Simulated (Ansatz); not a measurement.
## A basis-limit estimate, worked out

An elementary step of CH7BO, singlet (CH₅BO ([BH2][O][CH3]) + H₂ → CH₄O ([CH3][OH]) + BH₃ (still joined by a long B–O bond); B–O, H–H broken or loosened, B–H, O–H formed or tightened). “Start” and “end” are the PBE0-D4/def2-TZVP structures reached by relaxing down either side of its saddle point, with the molecules still in contact.

Program: Ansatz 0.2.0. Basis: def2-TZVPP and def2-QZVPP. Cores are frozen in the correlated methods.

Energies in eV:

| quantity | end | start |
| --- | --- | --- |
| Hartree–Fock, triple zeta (X = 3) | -3850.69307 | -3851.48325 |
| Hartree–Fock, quadruple zeta (X = 4) | -3850.88849 | -3851.69290 |
| MP2 correlation, X = 3 | -15.21456 | -15.00333 |
| MP2 correlation, X = 4 | -16.25099 | -16.04532 |
| CCSD(T) correlation, X = 3 | -16.76018 | -16.53693 |

Problem. Work out the step energy at the basis limit: extrapolate Hartree–Fock as E(X) = E∞ + A exp(−7.88 √X) and the MP2 correlation as E(X) = E∞ + B X^−2.97 (the exponents that Neese and Valeev fitted for def2-TZVPP and QZVPP), then add CCSD(T) − MP2 in triple zeta.

Solution. Each step is linear, so take the differences first (end − start): Hartree–Fock 0.79018 (X = 3) and 0.80441 (X = 4); MP2 correlation -0.21123 and -0.20567; CCSD(T) correlation -0.22325.
Two points give E∞ = E(4) + w [E(4) − E(3)], with w = 1/(exp(7.88 (2 − √3)) − 1) = 0.1377 for Hartree–Fock and w = 1/((4/3)^2.97 − 1) = 0.7407 for the correlation.
Hartree–Fock: 0.80441 + 0.1377 × 0.01423 = 0.8064 eV.
MP2 correlation: -0.20567 + 0.7407 × 0.00556 = -0.2016 eV.
CCSD(T) − MP2: -0.22325 − (-0.21123) = -0.0120 eV.
Sum: 0.8064 + (-0.2016) + (-0.0120) = 0.5928 eV, or 13.67 kcal/mol. Plain CCSD(T) in triple zeta gives 0.5669 eV, so the larger basis shifts the result by 0.0259 eV.

The T1 diagnostic stays at or below 0.015.

Labels in which every atom is bracketed show which atoms are joined, not bond orders.

For scale, one of the runs: CCSD(T)/def2-TZVPP, 191 basis functions, launched by `ansatz run in.yaml --threads 2 --pin off --events-out ev --progress --plain --max-ram 4352MiB`. The run took 19 s on 2 CPU threads of an AMD EPYC 9R45 (shared host), with 2.2 GiB of host memory at its peak.
